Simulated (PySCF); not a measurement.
Bonds (- single, = double, # triple, : aromatic): Cl1-C2 1.729 Å, C2:C3 1.386 Å, C3:N4 1.339 Å, N4:N5 1.319 Å, N5:N6 1.316 Å, N6:C2 1.335 Å. C3 carries H7. Formal charges: N6 -1.

Total charge -1.

Geometry: GFN2-xTB; GIAO absolute shieldings from PySCF 2.14.0 with density-fitted response routines, gas phase, non-relativistic, averaged over equivalent atoms.

At PBE0/pcSseg-1 (114 basis functions, about 18 core-seconds):
```tsv
atoms	σ (ppm)
Cl1	867.1
C2	49.4
C3	58.7
N5	-153.8
N4	-112.9
N6	-98.5
H7	24.76
```

**Question.** What do these become at revPBE/pcSseg-1?

**Answer.** 
| atoms | σ at revPBE/pcSseg-1 | change |
| --- | --- | --- |
| Cl1 | 848.8 | -18.3 |
| C2 | 48.8 | -0.6 |
| C3 | 60.0 | +1.3 |
| N5 | -137.1 | +16.7 |
| N4 | -100.5 | +12.4 |
| N6 | -85.5 | +13.0 |
| H7 | 25.04 | +0.28 |

The largest change is at Cl1 (chlorine bonded to C). Cost: 114 basis functions, about 26 core-seconds.

Carbons that carry Cl, above all several Cl atoms, come out too deshielded, partly because spin–orbit coupling is missing.
